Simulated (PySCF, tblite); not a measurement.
Species: 1,2-butadiene, C4H6.
Bonds: C1–C2 (double), C2–C3 (double), C3–C4. Hydrogens: H5, H6 on C1; H7 on C3; H8, H9, H10 on C4.

Computed geometry: GFN2-xTB, gas phase.

(1) Give the optimised bond lengths and angles.

Results:

(1) 
```json
{"bond": "C1=C2", "length (bohr)": "2.446"}
{"bond": "C2=C3", "length (bohr)": "2.450"}
{"bond": "C3–C4", "length (bohr)": "2.834"}
{"bond": "C1–H5, C1–H6", "length (bohr)": "2.039"}
{"bond": "C3–H7", "length (bohr)": "2.047"}
{"bond": "C4–H8, C4–H9, C4–H10", "length (bohr)": "2.058"}
```

Bonds in one row agree within 0.02 bohr and their mean is given. A selection of angles:
```json
{"angle": "C2–C1–H5", "degrees": "121.9"}
{"angle": "H5–C1–H6", "degrees": "116.3"}
{"angle": "C1–C2–C3", "degrees": "179.5"}
{"angle": "C2–C3–C4", "degrees": "124.4"}
{"angle": "C2–C3–H7", "degrees": "119.8"}
{"angle": "C4–C3–H7", "degrees": "115.8"}
{"angle": "C3–C4–H8", "degrees": "110.0"}
{"angle": "C3–C4–H10", "degrees": "110.9"}
{"angle": "H8–C4–H9", "degrees": "107.9"}
{"angle": "H8–C4–H10", "degrees": "108.9"}
```

The 3 C–C bonds span 1.295 Å (C1=C2, drawn double) to 1.500 Å (C3–C4, drawn single), a spread of 0.205 Å. The 4 heavy atoms lie in one plane (0.000 Å rms).

Point group: Cs (every atom within 0.08 Å of its image). Its GFN2-xTB frequencies are all real (lowest 145 cm⁻¹).
